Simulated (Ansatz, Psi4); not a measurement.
# Exact exchange and the electronic atomisation energy of SClO2F (sulfuryl chloride fluoride)

The species is SClO2F (5 atoms), meant as a singlet with charge 0. As SMILES, `O=S(=O)(F)Cl`. The coordinates come from a PBE0-D4/def2-TZVP relaxation.

The electronic atomisation energy y, in eV, basis def2-SVP; a is the functional's share of exact exchange. Programs: Ansatz 0.2.0, Psi4 1.11.

| functional | program | a | y (eV) |
| --- | --- | --- | --- |
| r2SCAN | Psi4 | 0 | 14.61 |
| TPSS | Psi4 | 0 | 14.26 |
| TPSSh | Psi4 | 0.1 | 13.74 |
| B3LYP | Psi4 | 0.2 | 13.67 |
| PBE0 | Psi4 | 0.25 | ? |
| r2SCAN0 | Ansatz | 0.25 | 13.30 |
| BHLYP | Psi4 | 0.5 | 11.77 |

Q: Fit y = c + s·a to the known rows and predict PBE0.

A: 
1. Means of the 6 rows: a = 0.1750, y = 13.558.
2. Σ(Δa)² = 0.17875, Σ(Δa·Δy) = -0.91825, so the slope is -0.91825/0.17875 = -5.1371.
3. Intercept: 13.558 − (-5.1371) × 0.1750 = 14.457. The largest residual of the fit is 0.24.
4. PBE0: 14.457 + (-5.1371) × 0.25 = 13.17 eV.

The run gave 14.12 eV, so the prediction is off by -0.95 eV, more than the largest residual. The rows mix families of semi-local functionals, which the line can't see.
